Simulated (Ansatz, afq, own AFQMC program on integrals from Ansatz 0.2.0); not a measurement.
**Where AFQMC and coupled cluster stand for GeHO, sextet**

```xyz
3

Ge    0.0000   -0.0375    0.3220
O     0.0000    0.0862   -1.5290
H     0.0000    1.3375    1.0643
```

Connectivity, by distances: GeH–O.

Basis cc-pVTZ. Only valence electrons are correlated. Ansatz 0.2.0 and our own AFQMC program on the same integrals; the CISD trial comes from CCSD amplitudes, and released means the phaseless constraint is let go. Error bars are statistical, one sigma. No spin–orbit coupling.

Determinant: UHF, the one that the program's search chose, which needn't be the lowest solution. The geometry is a PBE0/def2-TZVP stationary point of this or a neighbouring charge and spin state.

No full CI on the walks' own integrals is used here; CCSDT(Q) serves as the reference and is uncertain by about the last step of the cluster series.

Cautions: no relativity below Rb; no spin-orbit coupling; inner d shell frozen; another spin lies lower (by 6.46 eV).

```
T1 diagnostic                               : 0.0244
weight of the determinant in the CISD state : 0.899
⟨S²⟩ of the determinant                     : 8.763
size of the correlated space                : 11 electrons in 72 orbitals
```

Reference: CCSDT(Q), correlation energy -6.906 eV. The released energy is read at 1.50 1/Eh (meV from the phaseless value at times in 1/Eh: -6 ± 8 at 0.24, -11 ± 7 at 0.50, -5 ± 5 at 1.00, -11 ± 5 at 1.50).

```json
{"level": "HF", "E − E(reference) (mEh)": "253.80", "share of correlation (%)": "0.00"}
{"level": "MP2", "E − E(reference) (mEh)": "40.30", "share of correlation (%)": "84.12"}
{"level": "CCSD", "E − E(reference) (mEh)": "8.56", "share of correlation (%)": "96.63"}
{"level": "CCSD(T)", "E − E(reference) (mEh)": "1.52", "share of correlation (%)": "99.40"}
{"level": "CCSDT", "E − E(reference) (mEh)": "0.24", "share of correlation (%)": "99.91"}
{"level": "ph-AFQMC/CISD", "E − E(reference) (mEh)": "0.45 ± 0.19", "share of correlation (%)": "99.82"}
{"level": "released AFQMC", "E − E(reference) (mEh)": "0.06 ± 0.20", "share of correlation (%)": "99.98"}
```

A walk keeps the symmetry of its determinant, which the program's search chose and which needn't be the lowest solution, so a lower state of the same spin and another symmetry isn't excluded. Released energies are given only where the last usable release times agree within the noise; a slower fall can still hide under it.
